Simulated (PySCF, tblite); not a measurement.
# C5H11P: geometry, infrared bands and NMR shifts

What infrared bands and NMR shifts should C5H11P (`C[C@@H]1[C@H](C)P1C`) show?

Computed with tblite 0.8.0 and PySCF 2.14.0, with density-fitted response routines of our own, on a single molecule in the gas phase. Atoms count from 0, in the outputs and in this text.

### Step 1. The starting structure

17 atoms, charge 0, multiplicity 1; geometry from: force field or distance geometry start.

Bonds of the start (Å): C0–C1 1.49, C1–C2 1.50, C2–C3 1.50, C2–P4 1.85, P4–C5 1.84, P4–C1 1.86, C0–H6 1.10, C0–H7 1.11, C0–H8 1.12, C1–H9 1.12, C2–H10 1.11, C3–H11 1.08, C3–H12 1.11, C3–H13 1.11, C5–H14 1.10, C5–H15 1.11, C5–H16 1.10.

### Step 2. Optimising the geometry with GFN2-xTB

What the job is given:

```
{"job": {"kind": "relax", "xc": "GFN2-xTB", "basis": "xTB"}, "charge": 0, "multiplicity": 1}
C     -0.026300     2.054000    -0.188800
C     -0.153400     0.773600     0.557000
C      0.825500    -0.355800     0.414300
C      2.016500    -0.264700    -0.493800
P     -0.753300    -0.620400    -0.517400
C     -2.046100    -1.776100     0.097900
H      0.500300     1.959000    -1.151200
H      0.371500     2.902100     0.408500
H     -1.075500     2.349900    -0.459600
H     -0.572100     0.873400     1.587200
H      1.002900    -0.928200     1.349700
H      2.043700     0.622000    -1.108800
H      1.938500    -1.149800    -1.165800
H      2.943400    -0.408300     0.100800
H     -2.357300    -1.568200     1.135800
H     -2.941700    -1.629700    -0.541600
H     -1.723600    -2.820800    -0.034300
```

Run with:

```console
OMP_NUM_THREADS=1 python probes_run.py task.json out
```

This one command runs all jobs of the session in turn.

**Question.** This job is followed by: GFN2-xTB harmonic vibrations, gas phase; GIAO PBE0/pcSseg-1 NMR shielding, non-relativistic, gas phase. Predict these results of the whole session: strongest single infrared mode (GFN2-xTB); zero-point energy (GFN2-xTB); ¹³C shifts against TMS (PBE0/pcSseg-1, means over atoms taken as alike); ¹H shifts against TMS (PBE0/pcSseg-1, means over atoms taken as alike); ³¹P shifts against H3PO4 (PBE0/pcSseg-1); surface potential, 1st and 99th percentile.

**Answer**, as computed:

| quantity | value |
| --- | --- |
| strongest single infrared mode (GFN2-xTB) | 2996 cm⁻¹, 79 km/mol |
| zero-point energy (GFN2-xTB) | 91.5 kcal/mol |
| ¹³C shifts against TMS (PBE0/pcSseg-1, means over atoms taken as alike) | 28.3, 16.8, 15.5 ppm |
| ¹H shifts against TMS (PBE0/pcSseg-1, means over atoms taken as alike) | 1.28, 1.16, 0.58 ppm |
| ³¹P shifts against H3PO4 (PBE0/pcSseg-1) | -236.9 ppm |
| surface potential, 1st and 99th percentile | -1.02 V and 0.71 V |

What this shows: The optimisation took 102 steps and gained 0.786 eV; among the close pairs (by a distance rule), C0–H8 changed most, from 1.123 to 1.088 Å. No mode is imaginary among the 45: a minimum at this level. The strongest single mode, at 2996 cm⁻¹, moves mainly H13. Unscaled tight-binding wavenumbers are off by several per cent, some by more. Its intensities can rank the bands wrongly. At PBE0/pcSseg-1: The widest tensor belongs to P4: span 569 ppm, with a paramagnetic part of -412 ppm.
